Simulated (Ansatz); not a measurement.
Ideal-gas functions of ClNa, SMILES `[Na][Cl]` at 298.15 K and 1 bar, from an Ansatz frequency run at PBE0-D4/def2-TZVP.

Molar mass 58.44 g/mol, point group C∞v (symmetry number 1), electronic degeneracy 1, moments of inertia 77.526 u Å². Harmonic wavenumbers (cm⁻¹, unscaled): 364.

Use S(trans) = R[1.5 ln M + 2.5 ln T − 1.1517]; rotational temperatures θ = 24.2544 K / I; S(rot) = R[ln(T/σθ) + 1]; for each mode x = 1.438777 ν̃/T, S = R[x/(eˣ − 1) − ln(1 − e⁻ˣ)] and H = RT x/(eˣ − 1); 1 cm⁻¹ = 0.0119627 kJ/mol; R = 8.31446 J/(mol·K).

Q: By hand: the entropy, in J/(mol·K).

A: Translation 159.6. Rotation: θ = 0.3129 K, giving 65.3. Vibration, mode by mode: 4.62, in all 4.6. Electronic 0.0. Sum 229.5 J/(mol·K).

Q: By hand: H − E and G − E in kJ/mol, counted from the electronic energy.

A: Zero-point energy ½ × 364 × 0.0119627 = 2.2; thermal vibration 0.9; translation, rotation and pV give 3.5 RT = 8.7. H − E = 11.8 kJ/mol, and G − E = 11.8 − 298.15 × 229.5/1000 = -56.6 kJ/mol.

Vibration gives 2 % of the entropy.
